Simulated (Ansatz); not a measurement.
**BNH₄ (singlet): the correlation ladder, cc-pVDZ**

How much of the correlation energy of BNH₄ (singlet) does each wave-function method recover here?

The runs use Ansatz 0.2.0, Gaussian basis; cc-pVDZ, core rule «outside noble gas», up to 2 orbitals frozen.

To be run: UHF; CCSD(T) on RHF; BCCD(T) on RHF; CISD; CCSDT(Q) on RHF.

10 further runs of the same task are left out: 1 for a known fault of the program, 2 that didn't finish, 7 set aside as unsound or not needed.

### Step 1. The geometry

The geometry is a PBE0/def2-TZVP stationary point (not a proven minimum).

6 atoms, charge 0, spin multiplicity 1.

Atoms are counted from 1 here; the program's logs count them from 0.

Bond lengths: B1–N2 1.385 Å, B1–H3 1.197 Å, B1–H4 1.197 Å, N2–H5 1.006 Å, N2–H6 1.006 Å. Angles: N2–B1–H3 119.0°, N2–B1–H4 119.0°, H3–B1–H4 122.0°, B1–N2–H5 123.2°, B1–N2–H6 123.2°, H5–N2–H6 113.5°.

### Step 2. UHF

Input file in.yaml:

```yaml
crystal:
  periodic: [false, false, false]
  atoms:
    - {symbol: B, position_ang: [0.000000, 0.000000, 0.767155]}
    - {symbol: N, position_ang: [0.000000, 0.000000, -0.617815]}
    - {symbol: H, position_ang: [0.000000, 1.046904, 1.347570]}
    - {symbol: H, position_ang: [0.000000, -1.046904, 1.347570]}
    - {symbol: H, position_ang: [0.000000, 0.841351, -1.169074]}
    - {symbol: H, position_ang: [0.000000, -0.841351, -1.169074]}
basis:
  gaussian: {orbitals: cc-pVDZ}
magnetization: {spin_polarized: true, initial_magnetization: 0}
hamiltonian: {xc: hf}
output: {orbitals: {seedname: orbitals}}
```

The run is started by

```
$ ansatz run in.yaml --threads 1 --pin off --events-out ev --progress --plain --max-ram 2176MiB
```

After this run come: CCSD(T) on RHF; BCCD(T) on RHF; CISD; CCSDT(Q) on RHF.

**Question.** What will the summary of the whole plan be? Wanted: RCCSDT(Q) below the RHF energy; RMP2 from RCCSDT(Q); RCCSD from RCCSDT(Q); RCCSD(T) from RCCSDT(Q); T1 diagnostic.

The runs gave:

```
                         quantity                      value
   RCCSDT(Q) below the RHF energy                 -8.1977 eV
              RMP2 from RCCSDT(Q)               +95.6 kJ/mol
             RCCSD from RCCSDT(Q)               +21.8 kJ/mol
          RCCSD(T) from RCCSDT(Q)                +2.9 kJ/mol
levels within 1 kcal/mol (43 meV)  RCCSD(T), BCCD(T), RCCSDT
                    T1 diagnostic                      0.014
```

What this shows: RCCSD(T) lands +2.9 kJ/mol from the yardstick (0.4 % of the correlation energy). These misses are within one basis, not against nature.
